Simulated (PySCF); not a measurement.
# How exact exchange moves a shielding

Molecule: `InChI=1S/C4H7F/c1-3-4(2)5/h3-4H,1H2,2H3/t4-/m0/s1`.

Molfile (atoms numbered from 1):
```
C4H7F
     RDKit          3D

 12 11  0  0  0  0  0  0  0  0999 V2000
    1.9313   -0.0044    0.4740 C   0  0  0  0  0  0  0  0  0  0  0  0
    0.8729   -0.3889   -0.2364 C   0  0  0  0  0  0  0  0  0  0  0  0
   -0.5311   -0.3992    0.2842 C   0  0  2  0  0  0  0  0  0  0  0  0
   -1.4626    0.4880   -0.5166 C   0  0  0  0  0  0  0  0  0  0  0  0
   -0.5520    0.0135    1.5994 F   0  0  0  0  0  0  0  0  0  0  0  0
    1.8154    0.3253    1.5095 H   0  0  0  0  0  0  0  0  0  0  0  0
    2.9364   -0.0110    0.0459 H   0  0  0  0  0  0  0  0  0  0  0  0
    0.9880   -0.7233   -1.2742 H   0  0  0  0  0  0  0  0  0  0  0  0
   -0.9095   -1.4402    0.2659 H   0  0  0  0  0  0  0  0  0  0  0  0
   -2.4794    0.4454   -0.1004 H   0  0  0  0  0  0  0  0  0  0  0  0
   -1.5018    0.1660   -1.5677 H   0  0  0  0  0  0  0  0  0  0  0  0
   -1.1077    1.5287   -0.4835 H   0  0  0  0  0  0  0  0  0  0  0  0
  1  2  2  0
  2  3  1  0
  3  4  1  0
  3  5  1  0
  1  6  1  0
  1  7  1  0
  2  8  1  0
  3  9  1  1
  4 10  1  0
  4 11  1  0
  4 12  1  0
M  END
```

GIAO shieldings (ppm, equivalent atoms averaged) in PySCF 2.14 on the PBE0-D3(BJ)/def2-SVP geometry, basis pcSseg-2, gas phase, non-relativistic:

```tsv
functional	exact exchange (%)	σ(C2)	σ(C3)	σ(F5)
BLYP	0	23.1	77.3	364.6
BP86	0	28.0	82.6	368.0
PBE	0	27.6	82.6	366.0
PBE0	25	32.1	91.3	383.1
mPW1PW91	25	31.7	90.6	384.0
BHandHLYP	50	32.3	94.3	395.6
HF	100	42.9	109.3	418.3
```

Task: Fit each shielding as a line in the percentage of exact exchange.

Result: σ(C2) = 26.5 + 0.16 x (rms 1.9 ppm); σ(C3) = 81.7 + 0.28 x (rms 2.2 ppm); σ(F5) = 367.8 + 0.53 x (rms 2.2 ppm). The functionals also differ in their semilocal parts, which the line can't hold; Hartree–Fock has no correlation at all.

Task: What does the line predict for B3LYP (20 %), and what does the run give?

Result: σ(C2): 29.7 predicted, 26.8 computed; σ(C3): 87.3 predicted, 84.7 computed; σ(F5): 378.4 predicted, 378.7 computed ppm.
